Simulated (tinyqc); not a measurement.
Geometry optimisation on the RHF/sto-3g surface (energies and gradients from PySCF), for HF, spin multiplicity 1, step by step. Computed by tinyqc, a small Python program that keeps every step (integrals from PySCF). Settings: charge = 0, multiplicity = 1, basis = sto-3g, optimiser = bfgs, first Hessian = 1.0, largest step = 0.5, iteration cap = 30. Command: `OMP_NUM_THREADS=1 python tinyqc.py 26281 26282 out.jsonl` (the two numbers bound the seeds that draw the settings). One thread of a shared host (Intel(R) Xeon(R) Processor @ 2.60GHz), about 0.2 s of CPU time with the checks.

## Step 1: energy and gradient

positions at the start (bohr):
```
           x         y         z
1F  0.000000  0.000000  0.000000
2H  0.000000  0.000000  1.906734
```

Self-consistent energy and analytic gradient at these positions.

energy = -98.56949818 hartree

gradient (hartree/bohr):
```
             x           y            z
1F  0.00000000  0.00000000  -0.06286232
2H  0.00000000  0.00000000   0.06286232
```

## Step 1: move

Quasi-Newton step p = -H^(-1) g (first H = 1 times the unit matrix); steps longer than 0.5 bohr are cut back.

positions after step 1 (bohr):
```
           x         y         z
1F  0.000000  0.000000  0.062862
2H  0.000000  0.000000  1.843871
```

## Step 2: energy and gradient

As before.

energy = -98.57262307 hartree

gradient (hartree/bohr):
```
             x           y            z
1F  0.00000000  0.00000000   0.01850199
2H  0.00000000  0.00000000  -0.01850199
```

## Step 2: move

inverse Hessian in use (bohr^2/hartree):
```
          1         2         3         4         5         6
1  1.000000  0.000000  0.000000  0.000000  0.000000  0.000000
2  0.000000  1.000000  0.000000  0.000000  0.000000  0.000000
3  0.000000  0.000000  0.886302  0.000000  0.000000  0.113698
4  0.000000  0.000000  0.000000  1.000000  0.000000  0.000000
5  0.000000  0.000000  0.000000  0.000000  1.000000  0.000000
6  0.000000  0.000000  0.113698  0.000000  0.000000  0.886302
```

Quasi-Newton step p = -H^(-1) g (the inverse Hessian comes from BFGS updates; coordinates in the order x, y, z of each atom); steps longer than 0.5 bohr are cut back.

positions after step 2 (bohr):
```
           x         y         z
1F  0.000000  0.000000  0.048568
2H  0.000000  0.000000  1.858166
```

## Convergence

Stop when the largest gradient component is below 3e-5 hartree/bohr. The inverse Hessian follows the BFGS update with s = step, y = change of gradient.

Course of the optimisation:
```
step   E (hartree)  largest gradient (hartree/bohr)
1     -98.56949818                         6.29e-02
2     -98.57262307                         1.85e-02
3     -98.57284147                         2.91e-03
4     -98.57284734                         1.10e-04
5     -98.57284735                         6.90e-07
```

Final distances (angstrom):
```
pair   distance
2H-1F  0.955462
```

Converged in 5 steps.
